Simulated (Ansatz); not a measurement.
A calculation on rock-salt SrO returned elastic constant C11 184 GPa, elastic constant C44 57.2 GPa, Voigt–Reuss–Hill shear modulus 60.9 GPa.

For reference: elastic constant C11 175 GPa (measured, temperature not stated, not corrected to a static lattice; as tabulated in Oses et al. (2018), arXiv:1811.08464); elastic constant C44 55.9 GPa (measured, temperature not stated, no zero-point or thermal correction; as tabulated in Oses et al. (2018), arXiv:1811.08464).

Which level of theory produced these numbers?
A. LDA (Ansatz, a first-principles code)
B. B3LYP (VWN-RPA form) (Ansatz)
C. LC-ωPBE (Ansatz)
D. PBE (Ansatz)

C, LC-ωPBE (Ansatz)

The others give: PBE 160 GPa, 54.4 GPa, 55.2 GPa; B3LYP (VWN-RPA form) 165 GPa, 58.2 GPa, 57.7 GPa; LDA 209 GPa, 56.0 GPa, 64.1 GPa.

Unless a cell is named, each level is at its own relaxed cell (B3LYP (VWN-RPA form) 17.58, LC-ωPBE 17.10, LDA 16.23, PBE 17.52 Å³/atom).

Ansatz's density-functional and Hartree–Fock values are scalar-relativistic unless marked +SOC, with PAW data made under PBE.
